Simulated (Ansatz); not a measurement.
# BO (doublet): wave-function methods side by side, def2-QZVPP

One table from this session's results is given with a row withheld; the runs are named, their logs left out.

Computed with Ansatz 0.2.0, Gaussian basis. Level: def2-QZVPP, core rule «outside noble gas», up to 2 orbitals frozen.

The runs, in order: UHF; ROHF; CCSD(T) on UHF.

## The geometry

The geometry is a PBE0/def2-TZVP stationary point (not a proven minimum) of the parent state, kept for this charge and spin.

2 atoms, charge 0, spin multiplicity 2.

Atoms are counted from 1 here; the program's logs count them from 0.

Bond lengths: B1–O2 1.403 Å.

The first run:

The input, in.yaml:

```yaml
crystal:
  periodic: [false, false, false]
  atoms:
    - {symbol: B, position_ang: [0.000000, 0.000000, 0.000000]}
    - {symbol: O, position_ang: [0.000000, 0.000000, 1.403204]}
basis:
  gaussian: {orbitals: "def2-QZVPP.json"}
magnetization: {spin_polarized: true, initial_magnetization: 1}
hamiltonian: {xc: hf}
output: {orbitals: {seedname: orbitals}}
```

Started as:

```
$ ansatz run in.yaml --threads 1 --pin off --events-out ev --progress --plain --max-ram 2393MiB
```

Steps of the session up to this table: UHF; ROHF; CCSD(T) on UHF.

One table of the session follows, with a row left open; its other results are not shown here.

It belongs to the step «Misses and costs». 

```
  method  from UCCSD(T) (kcal/mol)
    ROHF                   +225.07
     UHF                         ?
    UMP2                    +11.13
   UCCSD                    +13.04
UCCSD(T)                         0
```

**Question.** Estimate the row for UHF.

As computed: from UCCSD(T) (kcal/mol): +221.90. In the column «from UCCSD(T) (kcal/mol)» it lies between UCCSD (+13.04) and ROHF (+225.07).
